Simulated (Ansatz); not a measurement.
**Grey tin (α-Sn): width of the whole s-p valence band by level of theory**

No measured value is used here.

| level (code) | value (eV) |
|---|---|
| LDA (Ansatz) | 10.77 |
| BLYP (Ansatz) | 10.75 |
| PBE (Ansatz) | 10.71 |
| PBEsol (Ansatz) | 10.74 |
| r²SCAN (Ansatz) | 11.16 |
| B3LYP (VWN-RPA form) (Ansatz) | 11.85 |
| PBE0 (Ansatz) | 11.98 |
| r²SCAN0 (Ansatz) | 12.31 |
| Hartree–Fock (Ansatz) | 15.30 |

Widths are read from band energies on the run's k points.  Values are at the measured cell. Cutoffs and k meshes differ between the levels. Ansatz's density-functional and Hartree–Fock values are scalar-relativistic unless marked +SOC, with PAW data made under PBE.

Ansatz is a quantum-chemistry and plane-wave program.
